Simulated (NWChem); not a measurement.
# PH2F (phosphinous fluoride(8ci,9ci)) at HCTH/93/6-31G(d) (spherical functions)

What is the energy difference between two shapes of PH2F (phosphinous fluoride(8ci,9ci)) at HCTH/93/6-31G* (spherical functions)? 

The calculation is run with NWChem 7.3.0.

2 further runs of the same task are left out: 1 that didn't finish, 1 set aside as unsound or not needed.

**1. Starting point**

PH2F has 4 atoms, charge 0, and is taken as a singlet. As SMILES, `FP`. Geometry: relaxed at GFN2-xTB.

Bond lengths: F1–P2 1.632 Å, P2–H3 1.406 Å, P2–H4 1.406 Å. Angles: F1–P2–H3 93.5°, F1–P2–H4 93.5°, H3–P2–H4 91.6°.

**2. Energy and one-electron properties at HCTH/93/6-31G(d) (spherical functions)**

nw.xyz

```xyz
4
FH2P properties
F      1.160540     0.668850    -0.222660
P     -0.072030    -0.369080    -0.479670
H     -1.053910     0.574260    -0.129560
H     -0.034600    -0.874030     0.831900
```

nw.nw

```
start nw
title "FH2P properties"
memory 2200 mb

geometry noautosym nocenter noautoz
   load nw.xyz
end

basis "ao basis" spherical bse
   * library 6-31G*
end

dft
   xc hcth
   grid medium
   direct
   mulliken
end

property
   efieldgrad
   mulliken
   octupole
end

task dft property
```

The run is started by

```
$ nwchem nw.nw > nw.out
```

The program printed:

```text
[...]
          Wavefunction type:  closed shell.
          No. of atoms     :     4
          No. of electrons :    26
[...]
          Charge           :     0
          Spin multiplicity:     1
[...]
          AO basis - number of functions:    36
[...]
              XC Information
              --------------
                        HCTH  Method XC Functional
                         HCTH  Exchange Functional  1.000
                      HCTH  Correlation Functional  1.000
[...]
 d= 0,ls=0.0,diis     1   -442.3438359536 -5.02D+02  3.57D-02  3.59D-01     0.3
[...]
 d= 0,ls=0.0,diis     8   -442.3915426645 -3.20D-09  4.62D-06  3.04D-08     1.6
         Total DFT energy =     -442.391542664498
      One electron energy =     -731.546540803230
           Coulomb energy =      264.085340053268
    Exchange-Corr. energy =      -34.559363775884
 Nuclear repulsion energy =       59.629021861347
[...]
      Total Density - Mulliken Population Analysis
     ---------------------------------------------
    Atom       Charge   Shell Charges
 -----------   ------   -------------------------------------------------------
    1 F    9     9.40   2.00  0.94  3.31  1.03  2.11  0.01
    2 P   15    14.59   2.00  2.00  5.97  1.27  2.20  0.47  0.51  0.16
    3 H    1     1.01   0.53  0.48
    4 H    1     1.01   0.53  0.48
[...]
```

Run time: 2.1 s. Hardware: 1 thread of AMD EPYC 9R45 (Zen 5), shared host; peak memory 0.11 GiB.

Atomic charges (e):

| atom | Mulliken | Löwdin |
| --- | --- | --- |
| F1 | -0.401 | -0.330 |
| P2 | +0.415 | +0.310 |
| H3 | -0.007 | +0.010 |
| H4 | -0.007 | +0.010 |

**3. The distorted shape, same level**

mymol.nw

```
start mymol
title "phosphinous fluoride(8ci,9ci)"
memory 2200 mb

geometry noautosym nocenter
zmatrix
  F
  P 1 1.6802
  H 2 1.34789 1 95.6101
  H 2 1.419228 3 93.00603 1 93.62571
end
end

basis spherical bse
* library 6-31G*
end

dft
xc hcth
mult 1
grid medium
direct
mulliken
print medium
end

property
efieldgrad
mulliken
octupole
end

task dft property
```

The run is started by

```
$ nwchem mymol.nw > mymol.out
```

The program printed:

```text
[...]
          Wavefunction type:  closed shell.
          No. of atoms     :     4
          No. of electrons :    26
[...]
          Charge           :     0
          Spin multiplicity:     1
[...]
          AO basis - number of functions:    36
[...]
              XC Information
              --------------
                        HCTH  Method XC Functional
                         HCTH  Exchange Functional  1.000
                      HCTH  Correlation Functional  1.000
[...]
 d= 0,ls=0.0,diis     1   -442.3365776456 -5.01D+02  4.03D-02  3.80D-01     0.3
[...]
 d= 0,ls=0.0,diis     8   -442.3888062652 -3.24D-09  5.79D-06  4.09D-08     1.6
         Total DFT energy =     -442.388806265215
      One electron energy =     -729.326968350058
           Coulomb energy =      263.009860446217
    Exchange-Corr. energy =      -34.554072662873
 Nuclear repulsion energy =       58.482374301499
[...]
      Total Density - Mulliken Population Analysis
     ---------------------------------------------
    Atom       Charge   Shell Charges
 -----------   ------   -------------------------------------------------------
    1 F    9     9.41   2.00  0.94  3.30  1.04  2.13  0.01
    2 P   15    14.60   2.00  2.00  5.97  1.28  2.21  0.46  0.52  0.15
    3 H    1     0.99   0.54  0.45
    4 H    1     1.00   0.52  0.48
[...]
```

Run time: 2.1 s. Hardware: 1 thread of AMD EPYC 9R45 (Zen 5), shared host; peak memory 0.11 GiB.

Atomic charges (e):

| atom | Mulliken | Löwdin |
| --- | --- | --- |
| F1 | -0.409 | -0.340 |
| P2 | +0.404 | +0.310 |
| H3 | +0.009 | +0.020 |
| H4 | -0.003 | +0.020 |

**4. Results**

Level: HCTH/93/6-31G* (spherical functions).

```
                              quantity          value
             first shape: total energy  -442.39154 Eh
            first shape: dipole moment         1.48 D
              first shape: HOMO energy       -6.44 eV
              first shape: LUMO energy       -1.39 eV
            first shape: HOMO–LUMO gap        5.05 eV
         distorted shape: total energy  -442.38881 Eh
        distorted shape: dipole moment         1.73 D
          distorted shape: HOMO energy       -6.45 eV
          distorted shape: LUMO energy       -1.59 eV
        distorted shape: HOMO–LUMO gap        4.86 eV
energy change with the atoms displaced       0.074 eV
```

What this shows: With the atoms displaced the energy rises by 0.07 eV (7.2 kJ/mol). The first shape isn't relaxed at this level, so the change isn't measured from a minimum.
